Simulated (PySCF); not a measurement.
PySCF input (PBE0/aug-pcseg-3):

```python
import numpy as np, basis_set_exchange as bse
from pyscf import gto, scf, dft, df

basis = {'H': gto.basis.parse(bse.get_basis('aug-pcseg-3', elements=['H'], fmt='nwchem')), 'N': gto.basis.parse(bse.get_basis('aug-pcseg-3', elements=['N'], fmt='nwchem'))}
mol = gto.M(
    atom='''
    N     0.00224146   -0.00382052    0.11155442
    H    -0.00202883    0.95117179   -0.22808750
    H     0.80949996   -0.46442426   -0.29287493
    H    -0.82316134   -0.46000387   -0.25991854
    ''',
    basis=basis,
    charge=0,
    verbose=4,
    max_memory=2160,
)
mf = dft.RKS(mol, xc='pbe0')
mf.grids.level = 3
mf = mf.density_fit(auxbasis=df.autoaux(mol))
mf.conv_tol = 1e-9
mf.max_cycle = 100
print('smallest overlap eigenvalue', np.linalg.eigvalsh(mol.intor('int1e_ovlp'))[0])
mf.kernel()
dip = mf.dip_moment()
```

Output:

```
PySCF version 2.14.0

[INPUT] verbose = 4
[INPUT] num. atoms = 4
[INPUT] num. electrons = 10
[INPUT] charge = 0
[INPUT] spin (= nelec alpha-beta = 2S) = 0
[INPUT] symmetry False subgroup None
[INPUT] Mole.unit = angstrom
[INPUT] Symbol           X                Y                Z      unit          X                Y                Z       unit  Magmom
[INPUT]  1 N      0.002241460000  -0.003820520000   0.111554420000 AA    0.004235745519  -0.007219736453   0.210807301785 Bohr   0.0
[INPUT]  2 H     -0.002028830000   0.951171790000  -0.228087500000 AA   -0.003833933053   1.797454180512  -0.431022907437 Bohr   0.0
[INPUT]  3 H      0.809499960000  -0.464424260000  -0.292874930000 AA    1.529733222246  -0.877634657004  -0.553453406451 Bohr   0.0
[INPUT]  4 H     -0.823161340000  -0.460003870000  -0.259918540000 AA   -1.555549488930  -0.869281330540  -0.491174855297 Bohr   0.0

nuclear repulsion = 11.935771654522
number of shells = 66
number of NR pGTOs = 272
number of NR cGTOs = 232
basis = {'H': [[0, [765.363, 0.000337953], [114.768, 0.00262513], [26.1385, 0.0137591], [7.41801, 0.057093], [2.43212, 0.192568], [0.880001, 0.5]], [0, [0.338438, 1.0]], [0, [0.134045, 1.0]], [0, [0.0520726, 1.0]], [0, [0.01877, 1.0]], [1, [6.5, 1.0]], [1, [1.55, 1.0]], [1, [0.55, 1.0]], [1, [0.2, 1.0]], [1, [0.056311, 1.0]], [2, [1.95, 1.0]], [2, [0.65, 1.0]], [2, [0.075081, 1.0]], [3, [2.2, 1.0]], [3, [0.093852, 1.0]]], 'N': [[0, [215819.0, 2.43667e-05], [32327.7, 0.00018939], [7357.86, 0.000995356], [2084.12, 0.0041922], [680.035, 0.0151197], [245.689, 0.0478525], [96.1293, 0.131016], [40.6593, 0.280076], [15.3446, 0.5]], [0, [23.0987, 0.110962], [7.05507, 0.5], [3.10495, 0.256277]], [0, [0.963116, 1.0]], [0, [0.368896, 1.0]], [0, [0.134427, 1.0]], [0, [0.045658, 1.0]], [1, [217.855, 0.000812871], [51.3777, 0.00681364], [16.0677, 0.0354302], [6.10124, 0.109193], [2.49806, 0.286292], [1.07148, 0.5]], [1, [0.458362, 1.0]], [1, [0.189276, 1.0]], [1, [0.0733681, 1.0]], [1, [0.026393, 1.0]], [2, [6.0, 1.0]], [2, [1.65, 1.0]], [2, [0.65, 1.0]], [2, [0.25, 1.0]], [2, [0.079179, 1.0]], [3, [1.8, 1.0]], [3, [0.77, 1.0]], [3, [0.10557, 1.0]], [4, [1.5, 1.0]], [4, [0.13197, 1.0]]]}
ecp = {}
ETB for H: l = 0, exps = 0.03754 * 1.8^n , n = 0..16
ETB for H: l = 1, exps = 0.075081 * 2^n , n = 0..8
ETB for H: l = 2, exps = 0.09385099999999999 * 2.2^n , n = 0..7
ETB for H: l = 3, exps = 0.112622 * 2.2^n , n = 0..6
ETB for H: l = 4, exps = 0.150162 * 2.2^n , n = 0..6
ETB for N: l = 0, exps = 0.052786 * 1.8^n , n = 0..17
ETB for N: l = 1, exps = 0.052786 * 1.8^n , n = 0..15
ETB for N: l = 2, exps = 0.052786 * 1.8^n , n = 0..14
ETB for N: l = 3, exps = 0.105572 * 2.2^n , n = 0..8
ETB for N: l = 4, exps = 0.131963 * 2.2^n , n = 0..7
ETB for N: l = 5, exps = 0.158363 * 2.3^n , n = 0..5
smallest overlap eigenvalue 5.320288364320264e-06

******** <class 'pyscf.df.df_jk.DFRKS'> ********
method = DFRKS
initial guess = minao
damping factor = 0
level_shift factor = 0
DIIS = <class 'pyscf.scf.diis.CDIIS'>
diis_start_cycle = 1
diis_space = 8
diis_damp = 0
SCF conv_tol = 1e-09
SCF conv_tol_grad = None
SCF max_cycles = 100
direct_scf = False
XC library pyscf.dft.libxc version 7.1.2
    S. Lehtola, C. Steigemann, M. J. T. Oliveira, and M. A. L. Marques,  SoftwareX 7, 1–5 (2018)
XC functionals = pbe0
    C. Adamo and V. Barone,  J. Chem. Phys. 110, 6158 (1999)
    M. Ernzerhof and G. E. Scuseria,  J. Chem. Phys. 110, 5029 (1999)
radial grids:
    Treutler-Ahlrichs [JCP 102, 346 (1995); DOI:10.1063/1.469408] (M4) radial grids

becke partition: Becke, JCP 88, 2547 (1988); DOI:10.1063/1.454033
pruning grids: <function nwchem_prune>
grids dens level: 3
symmetrized grids: False
atomic radii adjust function: <function treutler_atomic_radii_adjust>
small_rho_cutoff = 0
Set gradient conv threshold to 3.16228e-05
Initial guess from minao.
tot grids = 43328
******** <class 'pyscf.df.df.DF'> ********
auxbasis = {'H': [[0, [np.float64(455.88399973661495), 1]], [0, [np.float64(253.26888874256386), 1]], [0, [np.float64(140.70493819031327), 1]], [0, [np.float64(78.16941010572958), 1]], [0, [np.float64(43.42745005873866), 1]], [0, [np.float64(24.126361143743697), 1]], [0, [np.float64(13.4035339687465), 1]], [0, [np.float64(7.446407760414721), 1]], [0, [np.float64(4.136893200230401), 1]], [0, [np.float64(2.298274000128), 1]], [0, [np.float64(1.27681888896), 1]], [0, [np.float64(0.7093438272), 1]], [0, [np.float64(0.394079904), 1]], [0, [np.float64(0.21893328), 1]], [0, [np.float64(0.1216296), 1]], [0, [np.float64(0.067572), 1]], [0, [np.float64(0.03754), 1]], [1, [np.float64(19.220736), 1]], [1, [np.float64(9.610368), 1]], [1, [np.float64(4.805184), 1]], [1, [np.float64(2.402592), 1]], [1, [np.float64(1.201296), 1]], [1, [np.float64(0.600648), 1]], [1, [np.float64(0.300324), 1]], [1, [np.float64(0.150162), 1]], [1, [np.float64(0.075081), 1]], [2, [np.float64(23.40979821466881), 1]], [2, [np.float64(10.640817370304005), 1]], [2, [np.float64(4.8367351683200015), 1]], [2, [np.float64(2.1985159856000003), 1]], [2, [np.float64(0.9993254480000002), 1]], [2, [np.float64(0.45423884000000003), 1]], [2, [np.float64(0.2064722), 1]], [2, [np.float64(0.09385099999999999), 1]], [3, [np.float64(12.769071548288006), 1]], [3, [np.float64(5.804123431040002), 1]], [3, [np.float64(2.6382379232000006), 1]], [3, [np.float64(1.1991990560000003), 1]], [3, [np.float64(0.54509048), 1]], [3, [np.float64(0.24776840000000003), 1]], [3, [np.float64(0.112622), 1]], [4, [np.float64(17.025353144448008), 1]], [4, [np.float64(7.738796883840002), 1]], [4, [np.float64(3.517634947200001), 1]], [4, [np.float64(1.5989249760000004), 1]], [4, [np.float64(0.72678408), 1]], [4, [np.float64(0.3303564), 1]], [4, [np.float64(0.150162), 1]]], 'N': [[0, [np.float64(1153.8552759236688), 1]], [0, [np.float64(641.0307088464826), 1]], [0, [np.float64(356.12817158137926), 1]], [0, [np.float64(197.84898421187737), 1]], [0, [np.float64(109.91610233993185), 1]], [0, [np.float64(61.06450129996215), 1]], [0, [np.float64(33.92472294442341), 1]], [0, [np.float64(18.84706830245745), 1]], [0, [np.float64(10.47059350136525), 1]], [0, [np.float64(5.816996389647361), 1]], [0, [np.float64(3.2316646609152007), 1]], [0, [np.float64(1.7953692560640002), 1]], [0, [np.float64(0.9974273644800001), 1]], [0, [np.float64(0.5541263136), 1]], [0, [np.float64(0.30784795200000004), 1]], [0, [np.float64(0.17102664), 1]], [0, [np.float64(0.0950148), 1]], [0, [np.float64(0.052786), 1]], [1, [np.float64(356.12817158137926), 1]], [1, [np.float64(197.84898421187737), 1]], [1, [np.float64(109.91610233993185), 1]], [1, [np.float64(61.06450129996215), 1]], [1, [np.float64(33.92472294442341), 1]], [1, [np.float64(18.84706830245745), 1]], [1, [np.float64(10.47059350136525), 1]], [1, [np.float64(5.816996389647361), 1]], [1, [np.float64(3.2316646609152007), 1]], [1, [np.float64(1.7953692560640002), 1]], [1, [np.float64(0.9974273644800001), 1]], [1, [np.float64(0.5541263136), 1]], [1, [np.float64(0.30784795200000004), 1]], [1, [np.float64(0.17102664), 1]], [1, [np.float64(0.0950148), 1]], [1, [np.float64(0.052786), 1]], [2, [np.float64(197.84898421187737), 1]], [2, [np.float64(109.91610233993185), 1]], [2, [np.float64(61.06450129996215), 1]], [2, [np.float64(33.92472294442341), 1]], [2, [np.float64(18.84706830245745), 1]], [2, [np.float64(10.47059350136525), 1]], [2, [np.float64(5.816996389647361), 1]], [2, [np.float64(3.2316646609152007), 1]], [2, [np.float64(1.7953692560640002), 1]], [2, [np.float64(0.9974273644800001), 1]], [2, [np.float64(0.5541263136), 1]], [2, [np.float64(0.30784795200000004), 1]], [2, [np.float64(0.17102664), 1]], [2, [np.float64(0.0950148), 1]], [2, [np.float64(0.052786), 1]], [3, [np.float64(57.93355720942596), 1]], [3, [np.float64(26.333435095193614), 1]], [3, [np.float64(11.969743225088006), 1]], [3, [np.float64(5.440792375040002), 1]], [3, [np.float64(2.4730874432000007), 1]], [3, [np.float64(1.1241306560000004), 1]], [3, [np.float64(0.5109684800000001), 1]], [3, [np.float64(0.2322584), 1]], [3, [np.float64(0.105572), 1]], [4, [np.float64(32.91629499741442), 1]], [4, [np.float64(14.961952271552006), 1]], [4, [np.float64(6.800887396160002), 1]], [4, [np.float64(3.091312452800001), 1]], [4, [np.float64(1.4051420240000003), 1]], [4, [np.float64(0.6387009200000001), 1]], [4, [np.float64(0.29031860000000004), 1]], [4, [np.float64(0.131963), 1]], [5, [np.float64(10.192785865089997), 1]], [5, [np.float64(4.4316460282999985), 1]], [5, [np.float64(1.9268026209999998), 1]], [5, [np.float64(0.8377402699999998), 1]], [5, [np.float64(0.3642349), 1]], [5, [np.float64(0.158363), 1]]]}
init E= -56.3936405063586
  HOMO = -0.332647396393313  LUMO = -0.0223011818072081  gap/eV = 8.44495
cycle= 1 E= -56.4908345857292  delta_E= -0.0972  |g|= 0.366  |ddm|= 1.02
  HOMO = -0.193187206080303  LUMO = -0.0033984686656216  gap/eV = 5.16441
cycle= 2 E= -56.4648737348202  delta_E= 0.026  |g|= 0.513  |ddm|= 0.521
  HOMO = -0.283120116316219  LUMO = -0.0100472316845153  gap/eV = 7.43069
cycle= 3 E= -56.5208085967702  delta_E= -0.0559  |g|= 0.0158  |ddm|= 0.216
  HOMO = -0.28244527118985  LUMO = -0.00912139118501698  gap/eV = 7.43752
cycle= 4 E= -56.5208545598504  delta_E= -4.6e-05  |g|= 0.00367  |ddm|= 0.018
  HOMO = -0.282710716238327  LUMO = -0.00923099015193651  gap/eV = 7.44176
cycle= 5 E= -56.5208571162808  delta_E= -2.56e-06  |g|= 0.000309  |ddm|= 0.00805
  HOMO = -0.282795998891132  LUMO = -0.00923276437458915  gap/eV = 7.44403
cycle= 6 E= -56.5208571376711  delta_E= -2.14e-08  |g|= 9.13e-06  |ddm|= 0.0006
  HOMO = -0.282794942811194  LUMO = -0.00923167041219144  gap/eV = 7.44404
cycle= 7 E= -56.5208571377207  delta_E= -4.95e-11  |g|= 1.51e-06  |ddm|= 3.78e-05
  HOMO = -0.282794892956943  LUMO = -0.00923159355788155  gap/eV = 7.44404
Extra cycle  E= -56.5208571377214  delta_E= -7.39e-13  |g|= 3.2e-07  |ddm|= 6.52e-06
converged SCF energy = -56.5208571377214
Dipole moment(X, Y, Z, Debye): -0.03003,  0.05118, -1.49442
```
